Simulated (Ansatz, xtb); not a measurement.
# Isomers of CH3BF+ in order of energy

3 gas-phase structures of CH3BF+, found in a search over its isomers (lower ones may exist). Each was relaxed with GFN2-xTB:

A. `C[B+]F`, a singlet
B. a singlet given by its coordinates
C. `B[CH+]F`, a singlet

B (Å):

```xyz
6

C     0.8320   -0.5993   -0.5861
B    -0.6472   -0.7660   -0.5603
F    -0.0450   -0.4871    0.6464
H    -1.7513   -0.9455   -0.8606
H     1.5286   -1.4294   -0.4537
H     1.3211    0.3606   -0.7647
```

Close contacts (Å): C1–B2 1.49, C1–F3 1.52, B2–F3 1.38, C1–H5 1.09, C1–H6 1.09, B2–H4 1.16.

Make a reasoned guess at their ranking by r2SCAN-D4/def2-SVP single-point energy.

Calculated order at r2SCAN-D4/def2-SVP: A (0.0), B (75.2), C (92.2) kcal/mol.

Energies above the lowest of each column, in kcal/mol; the last columns are at PBE0-D4/def2-TZVP geometries (a dash: not run or not comparable):

```tsv
structure	GFN2-xTB	HF/STO-3G	r2SCAN-D4/def2-SVP	PBE0-D4/def2-TZVP	CCSD(T)/def2-TZVPP
A	0.0	0.0	0.0	0.0	0.0
B	53.3	62.9	75.2	relaxes to A	–
C	65.1	89.0	92.2	89.6	90.5
```

Every level run on A puts it lowest or level with the lowest. Flexible structures stand in one conformer each, not always the lowest. Frequencies (PBE0-D4/def2-TZVP) were run for A, C alone.

Programs: Ansatz 0.2.0, xtb 6.7.1.
